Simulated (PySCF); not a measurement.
Molecule: `InChI=1S/C4H11O/c1-4-5(2)3/h4H2,1-3H3/q+1`.

Cartesian coordinates in Å; atom numbers follow the order of the lines, from 1:
```xyz
16

C     1.961   -0.071   -0.347
C     0.590   -0.715   -0.348
O    -0.357    0.048    0.482
C    -1.569   -0.696    0.728
C    -0.651    1.349   -0.071
H     2.676   -0.791   -0.735
H     2.012    0.812   -0.977
H     2.265    0.185    0.665
H     0.649   -1.703    0.114
H     0.186   -0.811   -1.361
H    -2.107   -0.905   -0.199
H    -1.306   -1.630    1.223
H    -2.198   -0.111    1.398
H    -1.308    1.873    0.622
H     0.281    1.905   -0.157
H    -1.131    1.269   -1.048
```

Total charge +1.

Frames of a GFN2-xTB Langevin trajectory at 300 K; GIAO PBE0/pcSseg-1 shieldings in PySCF 2.14, gas phase, non-relativistic; equivalent atoms averaged within each frame.

References, each an isolated molecule treated in the same way: $^{13}$C (186.93 ppm) and $^{1}$H (31.72 ppm) against TMS; $^{17}$O (336.08 ppm) vs H2O. The references are static minima.

Question: How do the shifts (ppm) fluctuate along the trajectory?

Answer: 
```
         time (fs)  C4/C5    C2    C1    O3  H11/H12/H13/H14/H15/H16  H9/H10  H6/H7/H8
optimised geometry   74.5  92.9  15.2  40.0                     4.40    4.62      2.01
               250   88.6  84.1  20.4  45.4                     5.43    4.34      1.92
               425   88.2  79.3   8.2  49.1                     5.10    3.89      1.47
               625   71.6  93.3  12.9  33.4                     4.56    4.52      1.93
               800   83.3  95.6  23.3  44.1                     4.75    5.48      2.09
              1000   73.6  95.4  18.7  36.2                     4.74    4.88      2.94
    mean of frames   81.0  89.5  16.7  41.7                     4.92    4.62      2.07
standard deviation    8.0   7.4   6.1   6.6                     0.35    0.60      0.54
```

5 frames give an uncertainty of the mean of about the standard deviation over 2.2 at best, since frames this close in time may not be independent; classical motion lacks zero-point vibration, and the reference would need the same averaging.
